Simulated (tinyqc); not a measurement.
Inside a calculation. Method: UHF in the sto-3g basis, for CH2, spin multiplicity 1. One step of it, computed by the program tinyqc.

Question. Iteration 2: building the Fock matrix. J_ij = sum D_kl (ij|kl) with D = D(alpha) + D(beta), K_ij = sum D_kl (ik|jl) for each spin; F = H + J - K(s); E = tr D H + tr D J / 2 - 0.5 sum_s tr D(s) K(s) + E_nn.

D(alpha) after iteration 1:
```
,1C 1s,1C 2s,1C 2px,1C 2py,1C 2pz,2H 1s,3H 1s
1C 1s,1.038914,-0.143207,0.079840,0.000000,0.013405,-0.051759,-0.051759
1C 2s,-0.143207,0.602366,-0.344416,0.000000,-0.111978,0.101225,0.101225
1C 2px,0.079840,-0.344416,0.485741,0.000000,0.379344,0.097415,0.097415
1C 2py,0.000000,0.000000,0.000000,0.307619,0.000000,0.239063,-0.239063
1C 2pz,0.013405,-0.111978,0.379344,0.000000,0.365193,0.151017,0.151017
2H 1s,-0.051759,0.101225,0.097415,0.239063,0.151017,0.286999,-0.084572
3H 1s,-0.051759,0.101225,0.097415,-0.239063,0.151017,-0.084572,0.286999
```

D(beta) after iteration 1:
```
,1C 1s,1C 2s,1C 2px,1C 2py,1C 2pz,2H 1s,3H 1s
1C 1s,1.038914,-0.143207,-0.079840,0.000000,0.013405,-0.051759,-0.051759
1C 2s,-0.143207,0.602366,0.344416,0.000000,-0.111978,0.101225,0.101225
1C 2px,-0.079840,0.344416,0.485741,0.000000,-0.379344,-0.097415,-0.097415
1C 2py,0.000000,0.000000,0.000000,0.307619,0.000000,0.239063,-0.239063
1C 2pz,0.013405,-0.111978,-0.379344,0.000000,0.365193,0.151017,0.151017
2H 1s,-0.051759,0.101225,-0.097415,0.239063,0.151017,0.286999,-0.084572
3H 1s,-0.051759,0.101225,-0.097415,-0.239063,0.151017,-0.084572,0.286999
```

core Hamiltonian H = T + V (hartree):
```
,1C 1s,1C 2s,1C 2px,1C 2py,1C 2pz,2H 1s,3H 1s
1C 1s,-18.748758,-4.523287,0.000000,0.000000,-0.018874,-1.193851,-1.193851
1C 2s,-4.523287,-5.674578,0.000000,0.000000,-0.190992,-2.543853,-2.543853
1C 2px,0.000000,0.000000,-4.539969,0.000000,0.000000,0.000000,0.000000
1C 2py,0.000000,0.000000,0.000000,-4.726169,0.000000,-1.729319,1.729319
1C 2pz,-0.018874,-0.190992,0.000000,0.000000,-4.616258,-1.156260,-1.156260
2H 1s,-1.193851,-2.543853,0.000000,-1.729319,-1.156260,-3.652192,-0.796552
3H 1s,-1.193851,-2.543853,0.000000,1.729319,-1.156260,-0.796552,-3.652192
```

Two-electron integrals (ij|kl) in chemists' order, unique and non-zero (hartree):
```
i,j,k,l,(ij|kl)
1,1,1,1,3.541948
2,1,1,1,0.576921
2,1,2,1,0.111888
2,2,1,1,0.854682
2,2,2,1,0.205284
2,2,2,2,0.624709
3,1,3,1,0.020296
3,2,3,1,0.030858
3,2,3,2,0.137996
3,3,1,1,0.852436
3,3,2,1,0.205335
3,3,2,2,0.624568
3,3,3,3,0.672833
4,1,4,1,0.020296
4,2,4,1,0.030858
4,2,4,2,0.137996
4,3,4,3,0.036269
4,4,1,1,0.852436
4,4,2,1,0.205335
4,4,2,2,0.624568
4,4,3,3,0.600295
4,4,4,4,0.672833
5,1,5,1,0.020296
5,2,5,1,0.030858
5,2,5,2,0.137996
5,3,5,3,0.036269
5,4,5,4,0.036269
5,5,1,1,0.852436
5,5,2,1,0.205335
5,5,2,2,0.624568
5,5,3,3,0.600295
5,5,4,4,0.600295
5,5,5,5,0.672833
6,1,1,1,0.152183
6,1,2,1,0.029313
6,1,2,2,0.053603
6,1,3,3,0.053419
6,1,4,1,0.001522
6,1,4,2,0.002813
6,1,4,4,0.053822
6,1,5,1,0.000974
6,1,5,2,0.001801
6,1,5,4,0.000258
6,1,5,5,0.053584
6,1,6,1,0.007856
6,2,1,1,0.341891
6,2,2,1,0.083101
6,2,2,2,0.275539
6,2,3,3,0.269164
6,2,4,1,0.006659
6,2,4,2,0.044559
6,2,4,4,0.282555
6,2,5,1,0.004262
6,2,5,2,0.028522
6,2,5,4,0.008572
6,2,5,5,0.274650
6,2,6,1,0.022670
6,2,6,2,0.155304
6,3,3,1,0.008735
6,3,3,2,0.045152
6,3,4,3,0.008883
6,3,5,3,0.005686
6,3,6,3,0.019863
6,4,1,1,0.237888
6,4,2,1,0.058603
6,4,2,2,0.206054
6,4,3,3,0.195609
6,4,4,1,0.012855
6,4,4,2,0.076291
6,4,4,4,0.222846
6,4,5,1,0.002637
6,4,5,2,0.019932
6,4,5,4,0.011748
6,4,5,5,0.199490
6,4,6,1,0.016793
6,4,6,2,0.138126
6,4,6,4,0.140499
6,5,1,1,0.152269
6,5,2,1,0.037511
6,5,2,2,0.131893
6,5,3,3,0.125207
6,5,4,1,0.002637
6,5,4,2,0.019932
6,5,4,4,0.131270
6,5,5,1,0.010423
6,5,5,2,0.057910
6,5,5,4,0.012763
6,5,5,5,0.139063
6,5,6,1,0.010749
6,5,6,2,0.088413
6,5,6,4,0.077218
6,5,6,5,0.069289
6,6,1,1,0.481350
6,6,2,1,0.119016
6,6,2,2,0.446265
6,6,3,3,0.422432
6,6,4,1,0.012567
6,6,4,2,0.110654
6,6,4,4,0.472803
6,6,5,1,0.008044
6,6,5,2,0.070828
6,6,5,4,0.032242
6,6,5,5,0.443070
6,6,6,1,0.033024
6,6,6,2,0.310659
6,6,6,4,0.306076
6,6,6,5,0.195916
6,6,6,6,0.774606
7,1,1,1,0.152183
7,1,2,1,0.029313
7,1,2,2,0.053603
7,1,3,3,0.053419
7,1,4,1,-0.001522
7,1,4,2,-0.002813
7,1,4,4,0.053822
7,1,5,1,0.000974
7,1,5,2,0.001801
7,1,5,4,-0.000258
7,1,5,5,0.053584
7,1,6,1,0.007610
7,1,6,2,0.021319
7,1,6,4,0.014270
7,1,6,5,0.010116
7,1,6,6,0.030346
7,1,7,1,0.007856
7,2,1,1,0.341891
7,2,2,1,0.083101
7,2,2,2,0.275539
7,2,3,3,0.269164
7,2,4,1,-0.006659
7,2,4,2,-0.044559
7,2,4,4,0.282555
7,2,5,1,0.004262
7,2,5,2,0.028522
7,2,5,4,-0.008572
7,2,5,5,0.274650
7,2,6,1,0.021319
7,2,6,2,0.114522
7,2,6,4,0.072451
7,2,6,5,0.063433
7,2,6,6,0.181762
7,2,7,1,0.022670
7,2,7,2,0.155304
7,3,3,1,0.008735
7,3,3,2,0.045152
7,3,4,3,-0.008883
7,3,5,3,0.005686
7,3,6,3,0.013799
7,3,7,3,0.019863
7,4,1,1,-0.237888
7,4,2,1,-0.058603
7,4,2,2,-0.206054
7,4,3,3,-0.195609
7,4,4,1,0.012855
7,4,4,2,0.076291
7,4,4,4,-0.222846
7,4,5,1,-0.002637
7,4,5,2,-0.019932
7,4,5,4,0.011748
7,4,5,5,-0.199490
7,4,6,1,-0.014270
7,4,6,2,-0.072451
7,4,6,4,-0.033159
7,4,6,5,-0.039273
7,4,6,6,-0.104540
7,4,7,1,-0.016793
7,4,7,2,-0.138126
7,4,7,4,0.140499
7,5,1,1,0.152269
7,5,2,1,0.037511
7,5,2,2,0.131893
7,5,3,3,0.125207
7,5,4,1,-0.002637
7,5,4,2,-0.019932
7,5,4,4,0.131270
7,5,5,1,0.010423
7,5,5,2,0.057910
7,5,5,4,-0.012763
7,5,5,5,0.139063
7,5,6,1,0.010116
7,5,6,2,0.063433
7,5,6,4,0.039273
7,5,6,5,0.048210
7,5,6,6,0.107334
7,5,7,1,0.010749
7,5,7,2,0.088413
7,5,7,4,-0.077218
7,5,7,5,0.069289
7,6,1,1,0.099317
7,6,2,1,0.024220
7,6,2,2,0.083158
7,6,3,3,0.080925
7,6,4,4,0.083384
7,6,5,1,0.002056
7,6,5,2,0.014627
7,6,5,5,0.085086
7,6,6,1,0.006459
7,6,6,2,0.042570
7,6,6,4,0.032704
7,6,6,5,0.026621
7,6,6,6,0.080140
7,6,7,1,0.006459
7,6,7,2,0.042570
7,6,7,4,-0.032704
7,6,7,5,0.026621
7,6,7,6,0.014094
7,7,1,1,0.481350
7,7,2,1,0.119016
7,7,2,2,0.446265
7,7,3,3,0.422432
7,7,4,1,-0.012567
7,7,4,2,-0.110654
7,7,4,4,0.472803
7,7,5,1,0.008044
7,7,5,2,0.070828
7,7,5,4,-0.032242
7,7,5,5,0.443070
7,7,6,1,0.030346
7,7,6,2,0.181762
7,7,6,4,0.104540
7,7,6,5,0.107334
7,7,6,6,0.291002
7,7,7,1,0.033024
7,7,7,2,0.310659
7,7,7,4,-0.306076
7,7,7,5,0.195916
7,7,7,6,0.080140
7,7,7,7,0.774606
```

nuclear repulsion = 6.21583990 hartree

Give: Coulomb J; exchange K(alpha); exchange K(beta); F(alpha); F(beta); total energy of this density.

Answer.

Coulomb J (hartree):
```
,1C 1s,1C 2s,1C 2px,1C 2py,1C 2pz,2H 1s,3H 1s
1C 1s,11.4057,2.1987,0.0000,0.0000,0.0165,0.5785,0.5785
1C 2s,2.1987,5.0966,0.0000,0.0000,0.1466,2.2796,2.2796
1C 2px,0.0000,0.0000,5.0462,0.0000,0.0000,0.0000,0.0000
1C 2py,0.0000,0.0000,0.0000,5.1475,0.0000,1.7129,-1.7129
1C 2pz,0.0165,0.1466,0.0000,0.0000,5.0796,1.1370,1.1370
2H 1s,0.5785,2.2796,0.0000,1.7129,1.1370,3.8099,0.6920
3H 1s,0.5785,2.2796,0.0000,-1.7129,1.1370,0.6920,3.8099
```

exchange K(alpha) (hartree):
```
,1C 1s,1C 2s,1C 2px,1C 2py,1C 2pz,2H 1s,3H 1s
1C 1s,3.5911,0.6254,0.0004,0.0000,0.0025,0.1690,0.1690
1C 2s,0.6254,0.8176,-0.1825,0.0000,0.1000,0.4576,0.4576
1C 2px,0.0004,-0.1825,0.4841,0.0000,0.2670,-0.0013,-0.0013
1C 2py,0.0000,0.0000,0.0000,0.6679,0.0000,0.3483,-0.3483
1C 2pz,0.0025,0.1000,0.2670,0.0000,0.5190,0.2273,0.2273
2H 1s,0.1690,0.4576,-0.0013,0.3483,0.2273,0.6320,0.1389
3H 1s,0.1690,0.4576,-0.0013,-0.3483,0.2273,0.1389,0.6320
```

exchange K(beta) (hartree):
```
,1C 1s,1C 2s,1C 2px,1C 2py,1C 2pz,2H 1s,3H 1s
1C 1s,3.5911,0.6254,-0.0004,0.0000,0.0025,0.1690,0.1690
1C 2s,0.6254,0.8176,0.1825,0.0000,0.1000,0.4576,0.4576
1C 2px,-0.0004,0.1825,0.4841,0.0000,-0.2670,0.0013,0.0013
1C 2py,0.0000,0.0000,0.0000,0.6679,0.0000,0.3483,-0.3483
1C 2pz,0.0025,0.1000,-0.2670,0.0000,0.5190,0.2273,0.2273
2H 1s,0.1690,0.4576,0.0013,0.3483,0.2273,0.6320,0.1389
3H 1s,0.1690,0.4576,0.0013,-0.3483,0.2273,0.1389,0.6320
```

F(alpha) (hartree):
```
,1C 1s,1C 2s,1C 2px,1C 2py,1C 2pz,2H 1s,3H 1s
1C 1s,-10.9341,-2.9499,-0.0004,0.0000,-0.0049,-0.7843,-0.7843
1C 2s,-2.9499,-1.3956,0.1825,0.0000,-0.1444,-0.7218,-0.7218
1C 2px,-0.0004,0.1825,0.0222,0.0000,-0.2670,0.0013,0.0013
1C 2py,0.0000,0.0000,0.0000,-0.2466,0.0000,-0.3647,0.3647
1C 2pz,-0.0049,-0.1444,-0.2670,0.0000,-0.0557,-0.2466,-0.2466
2H 1s,-0.7843,-0.7218,0.0013,-0.3647,-0.2466,-0.4744,-0.2434
3H 1s,-0.7843,-0.7218,0.0013,0.3647,-0.2466,-0.2434,-0.4744
```

F(beta) (hartree):
```
,1C 1s,1C 2s,1C 2px,1C 2py,1C 2pz,2H 1s,3H 1s
1C 1s,-10.9341,-2.9499,0.0004,0.0000,-0.0049,-0.7843,-0.7843
1C 2s,-2.9499,-1.3956,-0.1825,0.0000,-0.1444,-0.7218,-0.7218
1C 2px,0.0004,-0.1825,0.0222,0.0000,0.2670,-0.0013,-0.0013
1C 2py,0.0000,0.0000,0.0000,-0.2466,0.0000,-0.3647,0.3647
1C 2pz,-0.0049,-0.1444,0.2670,0.0000,-0.0557,-0.2466,-0.2466
2H 1s,-0.7843,-0.7218,-0.0013,-0.3647,-0.2466,-0.4744,-0.2434
3H 1s,-0.7843,-0.7218,-0.0013,0.3647,-0.2466,-0.2434,-0.4744
```

total energy of this density = -38.379486 hartree
